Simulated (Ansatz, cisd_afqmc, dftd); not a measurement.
Barrier from H (doublet) + HF (fluorane, SMILES F) to the saddle point below; all geometries are those of the NHTBH38 set.
```xyz
3

H      0.0000     0.0000     1.1372
F      0.0000     0.0000     0.0000
H      0.0000     0.0000    -1.1372
```
Charge 0, spin multiplicity 2.

Wanted: barrier height (electronic, no zero-point energy), in kcal/mol. Radicals and triplets start from unrestricted determinants; spin-orbit coupling is neglected. Correlated methods leave the cores frozen. Rows without X2C or -DK are non-relativistic. AFQMC is phaseless with a CISD trial state; ± is one standard error, without the phaseless bias. Outlying blocks are dropped, and bars are widened where a walk drifts. Over all cases where full CI ran beside it in this data, AFQMC minus full CI had a median of +0.1 mEh and passed +0.4 mEh in a tenth of the cases. CBS(X,Y): correlation extrapolated as X^-3, Hartree-Fock from the larger set. A bracket is a step between two methods taken in the basis named. Functionals run without relativity, which enters their misses. 'core' is core correlation in cc-pwCVTZ, 'X2C' scalar relativity in cc-pVTZ-DK, both at CCSD(T). Where a partner has so few electrons that a lower coupled-cluster level is exact, that level stands in. The UHF reference of FH2 (saddle point or complex, doublet) is spin-contaminated (<S^2> up to 0.04 over the pure value in the sets run).

Published benchmark value: 42.2 kcal/mol (Zhao et al., NHTBH38), a best estimate, not a measurement.

| level | program | barrier height (kcal/mol) | difference against that value |
|---|---|---|---|
| r2SCAN-D4/def2-TZVPD | Ansatz + dftd4 | 29.2 | -13.0 |
| CAM-B3LYP/def2-TZVPD | Ansatz | 33.6 | -8.6 |
| wB97M-V/def2-TZVPD | Ansatz | 37.2 | -5.0 |
| CCSD/aug-cc-pVDZ | Ansatz | 44.5 | 2.3 |
| CCSDT(Q)/aug-cc-pVDZ | Ansatz | 43.2 | 1.0 |
| AFQMC/CISD/aug-cc-pVTZ | cisd_afqmc | 41.4 ± 0.2 | -0.8 |
| CCSD(T)/CBS(aug-cc-pVTZ,aug-cc-pVQZ) + [AFQMC/CISD - CCSD(T)]/aug-cc-pVTZ + core + X2C | Ansatz + cisd_afqmc | 41.7 ± 0.2 | -0.5 |
| CCSD(T)/CBS(aug-cc-pVTZ,aug-cc-pVQZ) + [CCSDT(Q) - CCSD(T)]/aug-cc-pVTZ + [CCSDTQ - CCSDT(Q)]/aug-cc-pVDZ + core + X2C | Ansatz | 41.7 | -0.5 |

Ansatz is a quantum-chemistry and plane-wave program.
